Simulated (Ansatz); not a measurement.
For rock-salt CaO, PBE-D4 (Ansatz, a first-principles code, plane waves, PAW) gives:

lattice parameter a: 4.800 Å
band gap: 3.65 eV

Question: What does r²SCAN50 in Ansatz (PAW) give for the same quantities?

Answer: 
- lattice constant a: 4.763 Å (falls by 0.8 %)
- band gap: 8.72 eV (goes up by 5.07 eV)

For comparison: lattice constant a 4.781 Å (measured, zero-point anharmonic expansion removed; as tabulated in Chen et al. (2018), doi:10.1103/physrevmaterials.2.073803).

Changes are worked out from the printed values.

Unless a cell is named, each level is at its own relaxed cell (PBE-D4 13.82, r²SCAN50 13.51 Å³/atom).

Density-functional gaps are differences of (generalised) Kohn–Sham levels.

Ansatz's density-functional and Hartree–Fock values are scalar-relativistic unless marked +SOC, with PAW data made under PBE.
